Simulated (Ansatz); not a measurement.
`FB[SiH3]` + CH₃SH → `[SiH3]CS` + `BF`  (formal exchange of groups at the Si–B bond)

Gas-phase electronic energies from Ansatz, PBE0-D4/def2-TZVP geometries. CBS: MP2 limit from def2 TZ/QZ plus the TZ coupled-cluster correction, frozen cores. This one scheme is used for every species. Functionals use def2-TZVPP. One conformer a species, not always the lowest.

```tsv
level	ΔE (kJ/mol)	difference from CCSD(T)/CBS
LDA (SPW92)	-12.1	11.1
revPBE-D4	-14.0	9.2
r2SCAN-D4	-16.6	6.6
r2SCANh-D4	-17.7	5.5
B2PLYP	-20.3	2.9
PBE-QIDH	-21.6	1.6
revPBE	-5.0	18.2
HF/def2-SVP	-20.4	2.8
CCSD/def2-TZVPP	-21.1	2.1
MP2/CBS(def2)	-32.5	-9.3
CCSD(T)/CBS	-23.2	0
```

Largest T1 diagnostic among the species: 0.014.

Leaving LDA and LC-ωPBE aside and taking each functional with its dispersion term where it has one, the values, not all of them listed here, spread over 12.5 kJ/mol, from ωB97M-V to PBE-D4. LDA lies −4.6 kJ/mol from PBE without D4. The D4 term adds −6.1 kJ/mol with B3LYP and −3.3 kJ/mol with PBE0; it sums over pairs of atoms, weighted by their polarisabilities, and B3LYP, whose exchange is more repulsive, gets the larger term.

B3LYP here is the variant with VWN-RPA as its local correlation; programs differ in this.
